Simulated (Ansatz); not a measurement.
# CH8AlN: a nudged elastic band, and a look at its input

Aim: a nudged elastic band from the structure below. Read the input with care, then see what the program makes of it. The step meant is a four-centre ligand exchange at charge 0 and multiplicity 1, which changes Al1–N6, H2–H5, Al1–H2, H5–N6.

Method: PBE0-D4/def2-SVP; program: Ansatz 0.2.0, Gaussian basis.

## (1) The structure

```
Al    0.1222   -1.3291    0.9061
H     1.2944   -1.8751   -0.0447
H    -1.3810   -1.7398    0.5215
H     0.4610   -1.1324    2.4623
H     0.9955    1.0391    0.5424
N     0.0959    0.6286    0.3103
C    -0.1930    0.8051   -1.1211
H    -0.5938    1.1179    0.8729
H    -0.2012    1.8566   -1.4158
H    -1.1627    0.3582   -1.3376
H     0.5625    0.2710   -1.6965
```

## (2) The run

Contents of run/in.yaml:

```yaml
crystal:
  periodic: [false, false, false]
  atoms:
    - {symbol: Al, position_ang: [0.122243, -1.329132, 0.906129]}
    - {symbol: H, position_ang: [1.294407, -1.875120, -0.044696]}
    - {symbol: H, position_ang: [-1.381034, -1.739828, 0.521487]}
    - {symbol: H, position_ang: [0.461039, -1.132419, 2.462279]}
    - {symbol: H, position_ang: [0.995545, 1.039053, 0.542433]}
    - {symbol: N, position_ang: [0.095937, 0.628646, 0.310318]}
    - {symbol: C, position_ang: [-0.192958, 0.805143, -1.121093]}
    - {symbol: H, position_ang: [-0.593833, 1.117902, 0.872857]}
    - {symbol: H, position_ang: [-0.201172, 1.856593, -1.415757]}
    - {symbol: H, position_ang: [-1.162706, 0.358158, -1.337599]}
    - {symbol: H, position_ang: [0.562532, 0.271003, -1.696458]}
basis:
  gaussian: {orbitals: def2-SVP}
hamiltonian: {xc: pbe0, dispersion: d4}
neb:
  images: 5
  climbing: true
  max_iterations: 30
  initial_path: idpp
  final_atoms:
    - {symbol: Al, position_ang: [-0.313654, -0.986915, 0.920948]}
    - {symbol: H, position_ang: [2.391591, -1.485366, 0.643072]}
    - {symbol: H, position_ang: [-0.432671, -2.203295, -0.087475]}
    - {symbol: H, position_ang: [-0.122323, -1.129035, 2.486961]}
    - {symbol: H, position_ang: [-0.733608, 0.157340, -1.751235]}
    - {symbol: N, position_ang: [-0.490808, 0.646706, 0.263502]}
    - {symbol: C, position_ang: [-0.683369, 1.043980, -1.114039]}
    - {symbol: H, position_ang: [-0.450467, 1.441218, 0.884608]}
    - {symbol: H, position_ang: [0.137931, 1.666581, -1.490309]}
    - {symbol: H, position_ang: [-1.616142, 1.601530, -1.261913]}
    - {symbol: H, position_ang: [2.313518, -0.752742, 0.505780]}
```

Command:

```sh
> ansatz run in.yaml --threads 2 --pin off --events-out ev --progress --plain --max-ram 4352MiB
```

**Question.** What will these runs give? Wanted: this run.

The runs gave:

| quantity | value |
| --- | --- |
| this run | not converged |
| fault | end atoms swapped |

Two like atoms were exchanged in the final structure, so the band follows another path than the intended step.
